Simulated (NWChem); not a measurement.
All runs are NWChem calculations. System: CH₄O, charge 0, spin multiplicity 1, displaced from the optimised geometry. Level: MP2/cc-pVDZ, 2 core orbitals frozen, spin-restricted.

Job file:

```
start mol
memory heap 200 mb stack 900 mb global 1100 mb
geometry units angstroms nocenter noautoz noautosym
  C      0.612545    -0.231443     0.000000
  O     -0.665018     0.358273     0.000000
  H      0.855052    -1.011898     1.119956
  H      1.354776     0.581936     0.000000
  H      0.806551    -0.855807    -0.895964
  H     -1.323004    -0.347844     0.000000
end
basis spherical
  * library cc-pvdz
end
scf
  rhf
  nopen 0
  maxiter 100
  thresh 1e-7
  semidirect memsize 60000000 filesize 0
end
mp2
  freeze core 2
end
task mp2 energy
```

NWChem printed:

```
             Northwest Computational Chemistry Package (NWChem) 7.3.0
             --------------------------------------------------------

                                NWChem Input Module
                                -------------------

 Scaling coordinates for geometry "geometry" by  1.889725989
 (inverse scale =  0.529177249)

                             Geometry "geometry" -> ""
                             -------------------------

 Output coordinates in angstroms (scale by  1.889725989 to convert to a.u.)

  No.       Tag          Charge          X              Y              Z
 ---- ---------------- ---------- -------------- -------------- --------------
    1 C                    6.0000     0.61254500    -0.23144300     0.00000000
    2 O                    8.0000    -0.66501800     0.35827300     0.00000000
    3 H                    1.0000     0.85505200    -1.01189800     1.11995600
    4 H                    1.0000     1.35477600     0.58193600     0.00000000
    5 H                    1.0000     0.80655100    -0.85580700    -0.89596400
    6 H                    1.0000    -1.32300400    -0.34784400     0.00000000

 Effective nuclear repulsion energy (a.u.)      39.4588308951

            Nuclear Dipole moment (a.u.)
            ----------------------------
        X                 Y               Z
 ---------------- ---------------- ----------------
     0.0916536002    -0.2949616604     0.4232835036


 Summary of "ao basis" -> "" (spherical)
 ------------------------------------------------------------------------------
       Tag                 Description            Shells   Functions and Types
 ---------------- ------------------------------  ------  ---------------------
 *                          cc-pvdz                   on all atoms

 Summary of "ao basis" -> "ao basis" (spherical)
 ------------------------------------------------------------------------------
       Tag                 Description            Shells   Functions and Types
 ---------------- ------------------------------  ------  ---------------------
 C                          cc-pvdz                  6       14   3s2p1d
 O                          cc-pvdz                  6       14   3s2p1d
 H                          cc-pvdz                  3        5   2s1p

                                 NWChem SCF Module
                                 -----------------

  ao basis        = "ao basis"
  functions       =    48
  atoms           =     6
  closed shells   =     9
  open shells     =     0
  charge          =   0.00
  wavefunction    = RHF
  use symmetry    = F
  symmetry adapt  = F

 Summary of "ao basis" -> "ao basis" (spherical)
 ------------------------------------------------------------------------------
       Tag                 Description            Shells   Functions and Types
 ---------------- ------------------------------  ------  ---------------------
 C                          cc-pvdz                  6       14   3s2p1d
 O                          cc-pvdz                  6       14   3s2p1d
 H                          cc-pvdz                  3        5   2s1p

 Forming initial guess at       0.0s

      Superposition of Atomic Density Guess
      -------------------------------------

 Sum of atomic energies:        -114.42693322

      Non-variational initial energy
      ------------------------------

 Total energy =    -115.110692
 1-e energy   =    -233.337914
 2-e energy   =      78.768391
 HOMO         =      -0.340926
[...]
    35     -0.524083  4 H  s                 17      0.343610  2 O  s
     8     -0.321972  1 C  py                 7      0.252587  1 C  px
    21     -0.219020  2 O  px                 9      0.156545  1 C  pz

 Vector   11  Occ=0.000000D+00  E= 2.114607D-01
              MO Center= -7.3D-01, -4.5D-01,  1.8D-01, r^2= 4.4D+00
   Bfn.  Coefficient  Atom+Function         Bfn.  Coefficient  Atom+Function
  ----- ------------  ---------------      ----- ------------  ---------------
    45      1.284231  6 H  s                  3      0.753281  1 C  s
    17     -0.750951  2 O  s                 30     -0.661088  3 H  s
    35     -0.599738  4 H  s                 22      0.318422  2 O  py
     9      0.268103  1 C  pz                21      0.218973  2 O  px
    19      0.182833  2 O  py                 7      0.156698  1 C  px

 Vector   12  Occ=0.000000D+00  E= 2.412517D-01
              MO Center=  1.1D+00, -3.3D-01,  8.3D-02, r^2= 4.2D+00
   Bfn.  Coefficient  Atom+Function         Bfn.  Coefficient  Atom+Function
  ----- ------------  ---------------      ----- ------------  ---------------
    35      1.358491  4 H  s                 40      1.146343  5 H  s
    30     -1.116139  3 H  s                  3     -1.025560  1 C  s
     9      0.938702  1 C  pz                 8     -0.539446  1 C  py
     7     -0.422683  1 C  px                 6      0.294700  1 C  pz
    45     -0.170036  6 H  s                 23     -0.164589  2 O  pz

 center of mass
 --------------
 x =  -0.09321337 y =   0.07711044 z =   0.01332021

 moments of inertia (a.u.)
 ------------------
          24.809793128691          20.558516261092          -0.885459141870
          20.558516261092          66.336697147677           1.351963668755
          -0.885459141870           1.351963668755          76.351155501086

  Mulliken analysis of the total density
  --------------------------------------

    Atom       Charge   Shell Charges
 -----------   ------   -------------------------------------------------------
    1 C    6     5.91   2.00  0.66  0.45  1.86  0.82  0.11
    2 O    8     8.36   2.00  0.83  0.89  2.82  1.80  0.02
    3 H    1     1.00   0.65  0.34  0.02
    4 H    1     0.94   0.75  0.16  0.03
    5 H    1     0.96   0.76  0.18  0.03
    6 H    1     0.83   0.69  0.06  0.08

       Multipole analysis of the density wrt the origin
       ------------------------------------------------

     L   x y z        total         open         nuclear
     -   - - -        -----         ----         -------
     0   0 0 0     -0.000000      0.000000     18.000000

     1   1 0 0      0.054442      0.000000      0.091654
     1   0 1 0     -0.578817      0.000000     -0.294962
     1   0 0 1     -0.148891      0.000000      0.423284

     2   2 0 0     -8.446755      0.000000     38.412710
     2   1 1 0      1.592775      0.000000    -10.940187
     2   1 0 1     -0.221454      0.000000      0.839129
     2   0 2 0    -10.322185      0.000000     12.728200
     2   0 1 1      0.172167      0.000000     -1.308827
     2   0 0 2    -10.380726      0.000000      7.345868

                   NWChem MP2 Semi-direct Energy/Gradient Module
                   ---------------------------------------------

  Basis functions       =     48
  Molecular orbitals    =     48
  Frozen core           =      2
  Frozen virtuals       =      0
  Active alpha occupied =      7
  Active beta occupied  =      7
  Active alpha virtual  =     39
  Active beta virtual   =     39
  Use MO symmetry       = F
  Use skeleton AO sym   = F

  AO/Fock/Back tols     =   1.0D-09  1.0D-09  1.0D-09

 GA uses MA = F    GA memory limited = T

 Available:
  local mem=  1.26D+08
 global mem=  1.44D+08
 local disk=  0.00D+00
  mp2_memr nvloc                    39
  nvloc new                    39
   1 passes of   7:        3145728                      11661                   1095568.
   1 passes of   7: M    126154262           G      144174592           F     123008534.

 Semi-direct pass number   1 of   1  for RHF alpha+beta  at        0.3s
  vrange nnbf                  1176
  mp2_eaftype                    10  avail_ma_in_mb                  1099
 EAF : mp2_eaftype filesize          10     547784.
  mp2_eaf for mointskh                     10
Node 0 wrote      2.6 Mb in      0.0 s     Agg I/O rate:  3077.9 Mb/s
 Done moints_semi at        0.6s
  mp2_eaftype                    10  avail_ma_in_mb                  1089
 EAF : mp2_eaftype filesize          10     547784.
  mp2_eaf for kh                    10
 Done maket at        0.6s
 Done multipass loop at        0.6s

          -------------------------------------------
          SCF energy                -115.016073171732
          Correlation energy          -0.343460415346
          Singlet pairs               -0.222862436050
          Triplet pairs               -0.120597979296
          Total MP2 energy          -115.359533587078
          -------------------------------------------

          ---------------------------------------------------
                    Spin Component Scaled (SCS) MP2
          Same spin pairs                     -0.080398652864
          Same spin scaling factor             0.333333333333
          Opposite spin pairs                 -0.263061762482
          Opposite spin scaling fact.          1.200000000000
          SCS-MP2 correlation energy          -0.342473665933
          Total SCS-MP2 energy              -115.358546837665
          ---------------------------------------------------

 -----------------------
 Performance information
 -----------------------

 Timer overhead =  1.51D-07 seconds/call

               Nr. of calls         CPU time (s)                 Wall time (s)                GFlops
             ---------------    -------------------     ------------------------------   -------------------
Name         Min   Avg   Max    Min     Avg     Max     Min     Avg     Max   Mx/calls   Min     Max     Sum
mp2: moin     1     1     1   0.29    0.29    0.29     0.29    0.29    0.29    0.29      0.0     0.0     0.0
mp2: make     1     1     1   1.54E-2 1.54E-2 1.54E-2  1.54E-2 1.54E-2 1.54E-2 1.54E-2   0.0     0.0     0.0
mp2: tota     1     1     1   0.31    0.31    0.31     0.31    0.31    0.31    0.31      0.0     0.0     0.0

 The average no. of pstat calls per process was 3.00D+00
 with a timing overhead of 4.54D-07s

 Task  times  cpu:        0.5s     wall:        0.5s

 Total times  cpu:        0.6s     wall:        0.6s
```
